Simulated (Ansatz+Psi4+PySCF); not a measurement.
Results of a calculation; reference values are marked as such.
A run of Psi4 1.11 on singlet AlCl at this shape:

```yaml
atoms:
  - { symbol: Al, position_ang: [0.0070, 0.0031, 0.0001] }
  - { symbol: Cl, position_ang: [-1.9533, -0.8684, -0.0177] }
```

Its results:

```
Converged                                                          : yes
Total energy                                                       : -701.51186 hartree
Spin squared of the determinant                                    : 0.000
Occupied orbitals by symmetry in an Abelian subgroup (alpha; beta) : 9 A1 3 B1 3 B2; 9 A1 3 B1 3 B2
```

**Question.** Which input gives this output? Name the method, the orbitals and the basis set, and write the input.

**Answer.** RHF in cc-pV(T+d)Z. An unrestricted run that stays on the closed shell gives the same numbers.

```
molecule {
0 1
Al 0.007000 0.003100 0.000100
Cl -1.953300 -0.868400 -0.017700
}

set basis cc-pV(T+d)Z
set reference rhf
set scf_type pk
energy('scf')
```
